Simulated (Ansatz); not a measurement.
Energy needed to pull apart P2H4 (SMILES PP), closed shell, into free ground-state atoms, from the structure below (displaced at random from its PBE0-D4/def2-TZVP minimum); no zero-point or spin–orbit terms; open-shell atoms are treated unrestricted, in their ground-state multiplicity.

P1  (0.605, -1.161, -0.057)
P2  (-0.430, 1.078, 0.117)
H3  (-0.422, -1.527, 0.981)
H4  (-0.402, -1.432, -1.190)
H5  (0.427, 1.564, -0.944)
H6  (0.576, 1.446, 1.060)
(Å)

Program: Ansatz 0.2.0. Basis: def2-TZVPP. Cores are frozen in the correlated methods.

```
   method  atomization energy (eV)
   PBE-D4                    15.81
r2SCAN-D4                        ?
  PBE0-D4                        ?
  wB97M-V                    15.83
       HF                    10.11
      MP2                    14.44
     CCSD                    14.69
  CCSD(T)                    14.95
```

(1) What does PBE0-D4 give? (An estimate is asked for; the value comes from the calculation.)

(2) What does r2SCAN-D4 give? (To be estimated.)

T1 diagnostic: at most 0.016.

Results:

(1) By the calculation: 15.44 eV, which is about 0.49 eV more than CCSD(T)/def2-TZVPP.

(2) The calculation gives: 15.55 eV, which is about 0.61 eV more than CCSD(T)/def2-TZVPP.

In triple zeta the MP2 and coupled-cluster atomization energies are still short of their basis limit by a few kcal/mol a bond, whereas those of the functionals are nearly converged, so these differences are not deviations from converged CCSD(T).

For scale, one of the runs: CCSD(T)/def2-TZVPP forces, 140 basis functions (an equivalent command: `ansatz run in.yaml --threads 2`). The run took 38 s on 2 CPU threads (shared host), with 1.2 GiB of host memory at its peak.
